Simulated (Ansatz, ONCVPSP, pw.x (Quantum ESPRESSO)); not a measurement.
What a changed setting does to a pw.x run (bcc V)

Potential: optimised norm-conserving Vanderbilt (ONCV), ONCVPSP 4.0.1.1 (patched build), PBEsol; core [Ne], reference 3s2 3p6 3d3 4s1; waves: 3s+4s: rc 1.85 bohr, ncon 4, nbas 8, qcut 5.6 1/bohr, 3 projectors, debl 0.8 Ha; 3p: rc 1.10 bohr, ncon 3, nbas 7, qcut 6.3 1/bohr, 1 projector; 3d: rc 2.25 bohr, ncon 5, nbas 9, qcut 8.5 1/bohr, 1 projector; local part: polynomial inside 1.10 bohr (lpopt 5, dvloc0 -1 Ha); core correction: Teter function, fcfact 4.5, rcfact 1.35.

The reference run (k-mesh 16³, cutoffs 140/560 Ry, Fermi–Dirac 0.01 Ry, mixing_beta 0.4, conv_thr 1e-9, no spin) gives 2.73 GPa at 12.922 Å³/atom, where all-electron LAPW gives 1.03 GPa. This run, with its own iteration cap, changes nbnd to 10.

```
&control
  calculation='scf', prefix='x', pseudo_dir='./', outdir='./tmp', tstress=.true., disk_io='none'
/
&system
  ibrav=0, nat=1, ntyp=1, ecutwfc=140, ecutrho=560, nbnd=10,
  occupations='smearing', smearing='fd', degauss=0.01
/
&electrons
  conv_thr=1e-09, mixing_beta=0.4, electron_maxstep=50
/
ATOMIC_SPECIES
V 1.0 V.UPF
CELL_PARAMETERS angstrom
  -1.47827959 1.47827959 1.47827959
  1.47827959 -1.47827959 1.47827959
  1.47827959 1.47827959 -1.47827959
ATOMIC_POSITIONS crystal
V 0.0000 0.0000 0.0000
K_POINTS automatic
16 16 16 0 0 0
```

```bash
pw.x < V.scf.in > V.scf.out
```

Question: How does the run end?

Answer: It converges in 10 iterations; the free energy moves by +0.0 meV/atom and the pressure by +0.00 GPa. The result is that of the reference run.

```
Message from routine setup:
     using ibrav=0 with symmetry is DISCOURAGED, use correct ibrav instead
     lattice parameter (alat)  =       4.8386  a.u.
     unit-cell volume          =      87.2020 (a.u.)^3
     number of electrons       =        13.00
     number of Kohn-Sham states=           10
     kinetic-energy cutoff     =     140.0000  Ry
     charge density cutoff     =     560.0000  Ry
     scf convergence threshold =      1.0E-09
     Exchange-correlation= PBESOL
     number of k points=   145  Fermi-Dirac smearing, width (Ry)=  0.0100
     iteration #  1     ecut=   140.00 Ry     beta= 0.40
     total energy              =    -146.72452042 Ry
     estimated scf accuracy    <       1.70220506 Ry
     iteration #  2     ecut=   140.00 Ry     beta= 0.40
     total energy              =    -146.90603872 Ry
     estimated scf accuracy    <       0.06396850 Ry
     iteration #  3     ecut=   140.00 Ry     beta= 0.40
     total energy              =    -146.92860059 Ry
     estimated scf accuracy    <       0.00634383 Ry
     [... 4 iterations left out ...]
     iteration #  8     ecut=   140.00 Ry     beta= 0.40
     total energy              =    -146.93121339 Ry
     estimated scf accuracy    <       0.00000001 Ry
     iteration #  9     ecut=   140.00 Ry     beta= 0.40
     total energy              =    -146.93121337 Ry
     estimated scf accuracy    <       0.00000003 Ry
     iteration # 10     ecut=   140.00 Ry     beta= 0.40
     the Fermi energy is    17.4790 ev
!    total energy              =    -146.93121338 Ry
     estimated scf accuracy    <          8.3E-11 Ry
     smearing contrib. (-TS)   =      -0.00714140 Ry
     The total energy is F=E-TS. E is the sum of the following terms:
     one-electron contribution =     -42.02780713 Ry
     hartree contribution      =      27.73057928 Ry
     xc contribution           =     -22.54614562 Ry
     ewald contribution        =    -110.08069851 Ry
     convergence has been achieved in  10 iterations
          total   stress  (Ry/bohr**3)                   (kbar)     P=       27.28
     Message from routine punch:
     Nothing written, as per user request (disk_io='none')
```

The run took about 44 s on one core of a shared host (Neoverse-V2, 96 threads, 742 GiB, load 25).
